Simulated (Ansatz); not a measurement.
This Ansatz (an electronic-structure program) input (MP2/cc-pwCVQZ) gives -498.89292 Eh with 253 basis functions. A basis named .json is the Basis Set Exchange file of that set (core-valence sets with the plain set on hydrogen).

Ansatz 0.2 input:
```yaml
crystal:
  periodic: [false, false, false]
  atoms:
    - {symbol: C, position_ang: [0.01225366, -0.24478813, -1.08693639]}
    - {symbol: Cl, position_ang: [-0.00641773, 0.12820516, 0.56927130]}
    - {symbol: H, position_ang: [0.96940014, -0.33504208, -1.57184899]}
    - {symbol: H, position_ang: [-0.93382079, -0.37571690, -1.58414476]}
basis:
  gaussian:
    orbitals: cc-pwCVQZ.json
magnetization: {spin_polarized: true, initial_magnetization: 1}
correlation: {method: mp2, electrons: outside_noble_gas}
```

Change:
```diff
- correlation: {method: mp2, electrons: outside_noble_gas}
+ correlation: {method: mp2, frozen_orbitals: {C: 0, Cl: 1, H: 0}}
```

What does the run give now?

-499.26842 Eh (MP2/cc-pwCVQZ, 253 functions), a change of -375.50 mEh.
